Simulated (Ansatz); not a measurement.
Geometry optimisation, RKS B3LYP/def2-SVP (Ansatz).

input.yaml

```yaml
crystal:
  periodic: [false, false, false]
  atoms:
    - { symbol: F, position_ang: [-0.163, -1.9015, -1.11] }
    - { symbol: B, position_ang: [-0.7159, -0.7598, -0.3315] }
    - { symbol: Al, position_ang: [0.5472, 0.7146, 0.3139] }
    - { symbol: H, position_ang: [-1.7862, -0.6875, -0.0638] }
    - { symbol: H, position_ang: [2.1343, 0.6256, -0.0561] }
    - { symbol: H, position_ang: [0.0257, 1.9446, 1.2013] }
basis:
  gaussian: { orbitals: def2-SVP }
hamiltonian:
  xc: b3lyp
relax:
  f_tol: 0.015
  max_steps: 40
output:
  orbitals: {}
```

Command:

```bash
$ ansatz run input.yaml --threads 1 --pin off --max-ram 2048MiB --backend cpu --events-out ev --progress --plain --runs-dir out
```

Where does it end, and by what steps?

It converged. The force dipped under the threshold on the way, but the program's further checks kept it going. After 20 steps the energy has fallen by 0.793 eV; F1 moved furthest, 1.06 Å.

| step | energy less start (eV) | largest force component (eV/Å) | accepted |
| --- | --- | --- | --- |
| 0 | 0.0000 | 3.924 | yes |
| 1 | -0.6137 | 1.813 | yes |
| 2 | -0.6396 | 1.349 | yes |
| 3 | -0.5467 | 3.101 | no |
| 4 | -0.7282 | 0.260 | yes |
| 5 | -0.7365 | 0.084 | yes |
| 6 | -0.7459 | 0.098 | yes |
| 7 | -0.7484 | 0.170 | yes |
| 8 | -0.7513 | 0.262 | yes |
| 9 | -0.7572 | 0.327 | yes |
| 10 | -0.7638 | 0.438 | yes |
| 11 | -0.7534 | 0.871 | no |
| 12 | -0.7792 | 0.083 | yes |
| 13 | -0.7849 | 0.281 | yes |
| 14 | -0.7914 | 0.058 | yes |
| 15 | -0.7910 | 0.317 | no |
| 16 | -0.7925 | 0.047 | yes |
| 17 | -0.7932 | 0.008 | yes |
| 18 | -0.7934 | 0.045 | yes |
| 19 | -0.7934 | 0.020 | yes |
| 20 | -0.7934 | 0.011 | yes |

```xyz
6
Properties=species:S:1:pos:R:3
F -0.474 -2.086 -0.113
B -0.699 -0.802 -0.383
Al 0.641 0.734 0.326
H -1.701 -0.589 -1.047
H 1.876 1.223 -0.555
H 0.400 1.456 1.726
```

Time of the run: 35 s on 1 thread of Arm Neoverse V1, with other jobs on the host, peak memory 0.13 GiB.
